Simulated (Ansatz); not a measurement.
The input, for Ansatz 0.2.0:

```yaml
crystal:
  periodic: [false, false, false]
  atoms:
    - {symbol: Al, position_ang: [0.000000, 0.000000, 1.208018]}
    - {symbol: Al, position_ang: [0.000000, 0.000000, -1.247506]}
    - {symbol: H, position_ang: [0.000000, 1.404177, 1.946978]}
    - {symbol: H, position_ang: [0.000000, -1.404176, 1.946978]}
    - {symbol: H, position_ang: [0.000000, 0.000000, -2.836903]}
basis:
  gaussian: {orbitals: STO-3G}
magnetization: {spin_polarized: false, initial_magnetization: 3}
hamiltonian: {xc: {name: r2SCAN}}
correlation: {method: bccd_t, electrons: valence, diis_vectors: 12}
scf: {lower_state_search: full}
```

```sh
$ ansatz run in.yaml --threads 1 --pin off --events-out ev --progress --plain --max-ram 2393MiB
```

**Question.** Roughly how long does this take on 1 thread of Arm Neoverse V2, shared host, and how much host memory?

**Answer.** 9.5 s wall and 0.19 GiB.

```
222 factors; integrals over basis functions are off by at most 9.1e-5 eV
mean field evaluation 1: about -13069.0960 eV, gradient 1.8e1 eV
mean field evaluation 2: about -13069.0895 eV, gradient 1.8e1 eV
mean field evaluation 4: about -13068.1056 eV, gradient 1.6e1 eV
mean field evaluation 8: about -13071.5007 eV, gradient 7.2e0 eV
mean field evaluation 16: about -13071.9436 eV, gradient 1.8e-3 eV
mean field evaluation 32: about -13070.3731 eV, gradient 8.8e0 eV
mean field evaluation 64: about -13071.7387 eV, gradient 8.9e-1 eV
mean field evaluation 96: about -13070.2861 eV, gradient 9.9e-1 eV
mean field evaluation 128: about -13028.3689 eV, gradient 5.3e1 eV
mean field evaluation 160: about -13032.0391 eV, gradient 4.2e1 eV
mean field evaluation 192: about -13071.8332 eV, gradient 3.5e0 eV
mean field -13071.94358187 eV, -480.3850661521 hartree, gradient 7.4e-6 eV, S^2 3.750000; 12 other end points of the search recorded, 0 dependent functions left out
mean field evaluation 224: about -13044.2041 eV, gradient 3.6e0 eV
mean field evaluation 256: about -13044.4257 eV, gradient 2.7e-1 eV
mean field evaluation 288: about -13043.9739 eV, gradient 8.1e-2 eV
10 core orbitals not correlated: weight in the atoms' cores, before any rotation towards them, 0.999 or more for the frozen orbitals, at most 0.000 for the correlated occupied ones
reference -13044.48973401 eV, -479.3761558522 hartree; 6, 3 occupied and 5, 8 virtual orbitals, 222 factors
second order -1.55529677 eV of doubles, -0.16459933 eV of singles
cycle   1  -2.17953808 eV  change   -5.8e-1 eV  update   8.2e-2
cycle   2  -2.60777962 eV  change   -4.3e-1 eV  update   4.1e-2
cycle   3  -2.61615911 eV  change   -8.4e-3 eV  update   9.9e-3
cycle   4  -2.62398840 eV  change   -7.8e-3 eV  update   4.1e-3
cycle   5  -2.62430159 eV  change   -3.1e-4 eV  update   2.3e-3
cycle   6  -2.62187596 eV  change    2.4e-3 eV  update   1.3e-3
cycle   7  -2.62363351 eV  change   -1.8e-3 eV  update   5.9e-4
cycle   8  -2.62379052 eV  change   -1.6e-4 eV  update   3.1e-4
cycle   9  -2.62331317 eV  change    4.8e-4 eV  update   1.7e-4
cycle  10  -2.62354526 eV  change   -2.3e-4 eV  update   8.0e-5
cycle  11  -2.62356527 eV  change   -2.0e-5 eV  update   4.1e-5
cycle  12  -2.62354313 eV  change    2.2e-5 eV  update   1.6e-5
cycle  13  -2.62355605 eV  change   -1.3e-5 eV  update   6.8e-6
cycle  14  -2.62355454 eV  change    1.5e-6 eV  update   2.9e-6
perturbative correction -0.04598709 eV, -0.0016899944 hartree
WARN: these amplitudes may be one of several solutions (largest doubles amplitude 0.10, level shift 1.48 eV)
Total energy: -13047.15927564 eV, -479.4742596977 hartree
```
